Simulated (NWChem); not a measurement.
**the pair H2S···BSiH5: a chain of runs**

We compute a single-point energy (singlet BSiH7S, BLYP-D2/6-31G*), then the energy (singlet H2S, BLYP-D2/6-31G*), then the energy (singlet BSiH5, BLYP-D2/6-31G*), then the energy (singlet H2S, BLYP-D2/6-31G*), then the energy (singlet BSiH5, BLYP-D2/6-31G*) of BH7SSi and its partners. 

The calculation is run with NWChem 7.3.0.

**1. The structure to begin with**

The species is BSiH7S (10 atoms), meant as a singlet with charge 0. The two molecules were placed rigidly side by side, at 1.1 times their contact distance; the pair isn't optimised.

Bond lengths: B4–Si5 2.010 Å, S1–H2 1.341 Å, S1–H3 1.341 Å, B4–H6 1.196 Å, B4–H7 1.195 Å, Si5–H8 1.492 Å, Si5–H9 1.492 Å, Si5–H10 1.487 Å. Angles: B4–Si5–H8 108.8°, B4–Si5–H9 108.8°, B4–Si5–H10 115.1°, Si5–B4–H6 118.9°, Si5–B4–H7 123.6°, H8–Si5–H9 107.3°, H8–Si5–H10 108.3°, H9–Si5–H10 108.3°, H6–B4–H7 117.5°, H2–S1–H3 92.3°.

**2. The energy at BLYP-D2/6-31G(d) (spherical functions) (run 1)**

Input file run.nw:

```
echo
start run
title "BH7SSi BLYP"
memory total 2200 mb

geometry units angstrom noautosym nocenter noautoz
S      0.495500    -0.280600     0.243900
H      0.097900     0.997700     0.162400
H     -0.593400    -0.717100    -0.406300
B     -2.275990     1.452640    -5.276840
Si    -1.855830     1.001600    -3.363760
H     -1.498200     2.114610    -5.899940
H     -3.268690     1.095250    -5.837920
H     -0.554970     0.271740    -3.316530
H     -1.681750     2.270490    -2.597970
H     -2.879840     0.175080    -2.670570
end

basis spherical bse
S library 6-31G*
H library 6-31G*
B library 6-31G*
Si library 6-31G*
end

dft
xc becke88 lyp
disp vdw 2
grid fine
convergence energy 1e-08
maxiter 100
mulliken
noprint "final vectors analysis"
end

task dft energy
```

On the command line:

```bash
$ nwchem run.nw > run.out
```

Standard output:

```text
[...]
          Wavefunction type:  closed shell.
          No. of atoms     :    10
          No. of electrons :    42
[...]
          Charge           :     0
          Spin multiplicity:     1
[...]
          AO basis - number of functions:    64
[...]
              XC Information
              --------------
                    Becke 1988 Exchange Functional  1.000
              Lee-Yang-Parr Correlation Functional  1.000
[...]
 d= 0,ls=0.0,diis     1   -716.5486606167 -8.24D+02  1.22D-02  3.24D-01     1.3
[...]
 d= 0,ls=0.0,diis     8   -716.5949648078  1.81D-09  3.52D-06  4.05D-08     7.1
         Total DFT energy =     -716.594964807827
      One electron energy =    -1202.963120142125
           Coulomb energy =      431.623952408587
    Exchange-Corr. energy =      -53.161791897737
 Nuclear repulsion energy =      107.912292383418
    Dispersion correction =       -0.006297559969
[...]
      Total Density - Mulliken Population Analysis
     ---------------------------------------------
    Atom       Charge   Shell Charges
 -----------   ------   -------------------------------------------------------
    1 S   16    16.23   2.00  2.00  5.97  1.38  3.07  0.50  1.26  0.05
    2 H    1     0.88   0.51  0.37
    3 H    1     0.88   0.51  0.37
    4 B    5     5.02   2.00  0.61  1.37  0.55  0.47  0.02
    5 Si  14    13.90   2.00  1.99  5.96  1.02  1.98  0.30  0.52  0.12
    6 H    1     0.99   0.52  0.47
    7 H    1     0.99   0.52  0.46
    8 H    1     1.03   0.51  0.52
    9 H    1     1.04   0.51  0.53
   10 H    1     1.05   0.52  0.53
[...]
```

Run time: 7.8 s. Hardware: 1 thread of AMD EPYC 9R14 (Zen 4), shared host; peak memory 0.12 GiB.

**3. H2S: a single-point energy at BLYP-D2/6-31G(d) (spherical functions) (run 2)**

Input file struct.nw:

```
start struct
memory 2200 mb
geometry noautosym nocenter noautoz
S        0.495500      -0.280600       0.243900
H        0.097900       0.997700       0.162400
H       -0.593400      -0.717100      -0.406300
end
basis spherical bse
* library 6-31G*
end
dft
xc becke88 lyp
disp vdw 2
grid fine
convergence energy 1e-08
iterations 100
mulliken
print low
end
task dft
```

On the command line:

```bash
$ nwchem struct.nw > struct.out
```

Standard output:

```text
[...]
 d= 0,ls=0.0,diis     1   -399.3306880094 -4.12D+02  2.82D-02  1.69D-01     0.2
[...]
 d= 0,ls=0.0,diis     7   -399.3533126604 -1.75D-09  2.35D-07  1.54D-11     0.8
         Total DFT energy =     -399.353312660435
      One electron energy =     -576.669795359331
           Coulomb energy =      190.817935086768
    Exchange-Corr. energy =      -26.400114811433
 Nuclear repulsion energy =       12.899080413221
    Dispersion correction =       -0.000417989660
[...]
      Total Density - Mulliken Population Analysis
     ---------------------------------------------
    Atom       Charge   Shell Charges
 -----------   ------   -------------------------------------------------------
    1 S   16    16.23   2.00  2.00  5.97  1.38  3.06  0.50  1.26  0.05
    2 H    1     0.89   0.51  0.38
    3 H    1     0.89   0.51  0.38
[...]
```

It took 1.4 s on 1 thread of AMD EPYC 9R14 (Zen 4), shared host; peak memory 0.11 GiB.

**4. BSiH5: the energy at BLYP-D2/6-31G(d) (spherical functions) (run 3)**

Input file test.nw:

```
start test
title "BH5Si"
memory total 2200 mb

geometry units atomic noautosym nocenter noautoz
  B     -4.30099776     2.74509176    -9.97178240
  Si    -3.50701043     1.89274969    -6.35658515
  H     -2.83118768     3.99603376   -11.14927075
  H     -6.17692889     2.06972254   -11.03206994
  H     -1.04874131     0.51351418    -6.26733338
  H     -3.17804691     4.29060427    -4.90945178
  H     -5.44210888     0.33085325    -5.04664590
end

basis spherical bse
  B library 6-31G*
  Si library 6-31G*
  H library 6-31G*
end

dft
  xc becke88 lyp
  disp vdw 2
  grid fine
  convergence energy 1e-08
  iterations 100
  mulliken
  print low
end

task dft energy
```

On the command line:

```bash
$ nwchem test.nw > test.out
```

Standard output:

```text
[...]
 d= 0,ls=0.0,diis     1   -317.2167493646 -3.65D+02  1.15D-02  1.54D-01     0.7
[...]
 d= 0,ls=0.0,diis     8   -317.2406458959 -7.40D-10  2.82D-07  4.62D-11     3.6
         Total DFT energy =     -317.240645895926
      One electron energy =     -531.471677525079
           Coulomb energy =      193.433720025167
    Exchange-Corr. energy =      -26.762530322630
 Nuclear repulsion energy =       47.564462889021
    Dispersion correction =       -0.004620962405
[...]
      Total Density - Mulliken Population Analysis
     ---------------------------------------------
    Atom       Charge   Shell Charges
 -----------   ------   -------------------------------------------------------
    1 B    5     5.02   2.00  0.61  1.37  0.55  0.47  0.02
    2 Si  14    13.89   2.00  1.99  5.96  1.02  1.98  0.30  0.51  0.12
    3 H    1     0.99   0.52  0.47
    4 H    1     0.99   0.52  0.47
    5 H    1     1.04   0.51  0.52
    6 H    1     1.04   0.51  0.52
    7 H    1     1.04   0.52  0.53
[...]
```

It took 4.2 s on 1 thread of AMD EPYC 9R14 (Zen 4), shared host; peak memory 0.12 GiB.

**5. H2S among ghost functions: the energy at BLYP-D2/6-31G(d) (spherical functions, with ghost functions) (run 4)**

Input file h2s.nw:

```
START h2s
memory total 2200 mb
GEOMETRY units angstroms noautosym nocenter noautoz
   S      0.495500    -0.280600     0.243900
   H      0.097900     0.997700     0.162400
   H     -0.593400    -0.717100    -0.406300
   bqB     -2.275990     1.452640    -5.276840
   bqSi    -1.855830     1.001600    -3.363760
   bqH     -1.498200     2.114610    -5.899940
   bqH     -3.268690     1.095250    -5.837920
   bqH     -0.554970     0.271740    -3.316530
   bqH     -1.681750     2.270490    -2.597970
   bqH     -2.879840     0.175080    -2.670570
END
BASIS spherical bse
   S library 6-31G*
   H library 6-31G*
   bqB library B 6-31G*
   bqSi library Si 6-31G*
   bqH library H 6-31G*
END
DFT
   xc becke88 lyp
   disp vdw 2
   grid fine
   convergence energy 1e-08
   maxiter 100
   mulliken
   noprint "final vectors analysis"
END
TASK dft energy
```

On the command line:

```bash
$ nwchem h2s.nw > h2s.out
```

Standard output:

```text
[...]
          Wavefunction type:  closed shell.
          No. of atoms     :    10
          No. of electrons :    18
[...]
          Charge           :     0
          Spin multiplicity:     1
[...]
          AO basis - number of functions:    64
[...]
              XC Information
              --------------
                    Becke 1988 Exchange Functional  1.000
              Lee-Yang-Parr Correlation Functional  1.000
[...]
 d= 0,ls=0.0,diis     1   -399.3311761066 -4.12D+02  9.75D-03  1.70D-01     1.1
[...]
 d= 0,ls=0.0,diis     7   -399.3538034619 -1.87D-09  2.39D-07  6.58D-11     5.8
         Total DFT energy =     -399.353803461893
      One electron energy =     -576.653553082597
           Coulomb energy =      190.799497742205
    Exchange-Corr. energy =      -26.398410545063
 Nuclear repulsion energy =       12.899080413221
    Dispersion correction =       -0.000417989660
[...]
      Total Density - Mulliken Population Analysis
     ---------------------------------------------
    Atom       Charge   Shell Charges
 -----------   ------   -------------------------------------------------------
    1 S   16    16.23   2.00  2.00  5.97  1.38  3.07  0.50  1.26  0.05
    2 H    1     0.88   0.51  0.37
    3 H    1     0.88   0.51  0.37
    4 X    0     0.00  -0.00 -0.00 -0.00  0.00 -0.00 -0.00
    5 X    0     0.01  -0.00 -0.00  0.00 -0.00 -0.00  0.00  0.01 -0.00
    6 X    0     0.00  -0.00  0.00
    7 X    0     0.00  -0.00  0.00
    8 X    0    -0.00  -0.00 -0.00
    9 X    0    -0.00   0.00 -0.00
   10 X    0    -0.00   0.00 -0.00
[...]
```

Wall time 6.6 s (1 thread of AMD EPYC 9R14 (Zen 4), shared host); peak memory 0.12 GiB.

**6. BSiH5 among ghost functions: a single-point energy at BLYP-D2/6-31G(d) (spherical functions, with ghost functions) (run 5)**

Input file bh5si.nw:

```
start bh5si
title "BH5Si"
memory 2200 mb
charge 0

geometry units angstrom noautosym nocenter noautoz
 B    -2.275990    1.452640   -5.276840
 Si   -1.855830    1.001600   -3.363760
 H    -1.498200    2.114610   -5.899940
 H    -3.268690    1.095250   -5.837920
 H    -0.554970    0.271740   -3.316530
 H    -1.681750    2.270490   -2.597970
 H    -2.879840    0.175080   -2.670570
 bqS      0.495500    -0.280600     0.243900
 bqH      0.097900     0.997700     0.162400
 bqH     -0.593400    -0.717100    -0.406300
end

basis spherical bse
 B library 6-31G*
 Si library 6-31G*
 H library 6-31G*
 bqS library S 6-31G*
 bqH library H 6-31G*
end

dft
 xc becke88 lyp
 disp vdw 2
 grid fine
 convergence energy 1e-08
 iterations 100
 mulliken
 noprint "final vectors analysis"
end

task dft
```

On the command line:

```bash
$ nwchem bh5si.nw > bh5si.out
```

Standard output:

```text
[...]
          Wavefunction type:  closed shell.
          No. of atoms     :    10
          No. of electrons :    24
[...]
          Charge           :     0
          Spin multiplicity:     1
[...]
          AO basis - number of functions:    64
[...]
              XC Information
              --------------
                    Becke 1988 Exchange Functional  1.000
              Lee-Yang-Parr Correlation Functional  1.000
[...]
 d= 0,ls=0.0,diis     1   -317.2168564836 -3.65D+02  7.54D-03  1.54D-01     1.2
[...]
 d= 0,ls=0.0,diis     8   -317.2407748725 -7.48D-10  1.90D-07  4.79D-11     6.9
         Total DFT energy =     -317.240774872489
      One electron energy =     -531.467547768209
           Coulomb energy =      193.429010604299
    Exchange-Corr. energy =      -26.762083031902
 Nuclear repulsion energy =       47.564466286582
    Dispersion correction =       -0.004620963259
[...]
      Total Density - Mulliken Population Analysis
     ---------------------------------------------
    Atom       Charge   Shell Charges
 -----------   ------   -------------------------------------------------------
    1 B    5     5.02   2.00  0.61  1.37  0.55  0.47  0.02
    2 Si  14    13.88   2.00  1.99  5.96  1.02  1.98  0.30  0.51  0.12
    3 H    1     0.99   0.52  0.47
    4 H    1     0.99   0.52  0.47
    5 H    1     1.04   0.51  0.53
    6 H    1     1.04   0.51  0.53
    7 H    1     1.04   0.52  0.53
    8 X    0     0.00  -0.00 -0.00  0.00 -0.00 -0.00  0.00  0.00  0.00
    9 X    0     0.00  -0.00  0.00
   10 X    0     0.00  -0.00  0.00
[...]
```

Run time: 7.5 s. Hardware: 1 thread of AMD EPYC 9R14 (Zen 4), shared host; peak memory 0.12 GiB.

**7. Summary of results**

| quantity | value |
| --- | --- |
| run 1, BLYP-D2/6-31G*: total energy | -716.59496 Eh |
| run 1, BLYP-D2/6-31G*: dipole moment | 1.69 D |
| run 1, BLYP-D2/6-31G*: dispersion energy | -16.53 kJ/mol |
| H2S: total energy | -399.35331 Eh |
| H2S: dispersion energy | -1.10 kJ/mol |
| BSiH5: total energy | -317.24065 Eh |
| BSiH5: dispersion energy | -12.13 kJ/mol |
| H2S among ghost functions: total energy | -399.35380 Eh |
| H2S among ghost functions: dipole moment | 1.34 D |
| H2S among ghost functions: dispersion energy | -1.10 kJ/mol |
| BSiH5 among ghost functions: total energy | -317.24077 Eh |
| BSiH5 among ghost functions: dipole moment | 0.42 D |
| BSiH5 among ghost functions: dispersion energy | -12.13 kJ/mol |
| interaction energy of the rigid parts H2S and BSiH5 (parts in their own basis; closest atoms 3.07 Å apart) | -0.027 eV |
| interaction energy of the rigid parts H2S and BSiH5 (parts in the whole basis, counterpoise; closest atoms 3.07 Å apart) | -0.011 eV |

The interaction energy of the rigid parts H2S and BSiH5 (parts in their own basis; closest atoms 3.07 Å apart) is −0.03 eV (−2.6 kJ/mol): the parts attract. Without counterpoise this holds the superposition error of the basis. The interaction energy of the rigid parts H2S and BSiH5 (parts in the whole basis, counterpoise; closest atoms 3.07 Å apart) is −0.01 eV (−0.2 kcal/mol). The basis-set superposition error is 1.6 kJ/mol. Mulliken charges (run 1, BLYP-D2/6-31G*) run from -0.23 on S1 to +0.12 on H2. Mulliken charges (BSiH5) run from -0.04 on H5 to +0.11 on Si2.
